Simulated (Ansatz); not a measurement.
Cartesian coordinates in Å:
```
C 0.6382 -0.5216 0.9186
Al -0.3446 0.9220 0.0192
S -1.0837 0.4314 -2.0006
H 1.2159 -0.1726 1.7760
H 1.3169 -1.0066 0.2102
H -0.0725 -1.2760 1.2722
H -1.6703 1.6235 -2.1957
```

Charge 0, multiplicity 2.

(1) List the PBE0/def2-TZVPP orbital energies in eV (Ansatz). (Estimate.)

Answers

(1) Computed: α occupied: -2422.06, -1528.22, -277.72, -217.42, -161.24, -161.17, -161.09, -114.04, -74.09, -74.04, -73.92, -19.98, -19.24, -11.75, -11.30, -11.21, -10.31, -8.50, -7.59, -5.55. α empty: -1.35, 0.57, 0.69, 1.18, 2.84, 2.96, 3.14, 4.02. β occupied: -2422.04, -1528.15, -277.65, -217.40, -161.23, -161.11, -161.08, -113.92, -74.02, -73.88, -73.80, -19.88, -19.10, -11.65, -11.25, -11.10, -9.86, -8.17, -7.57. β empty: -2.31, -0.66, 0.63, 1.10, 1.62, 2.96, 3.18, 3.35. ⟨S²⟩ = 0.753.
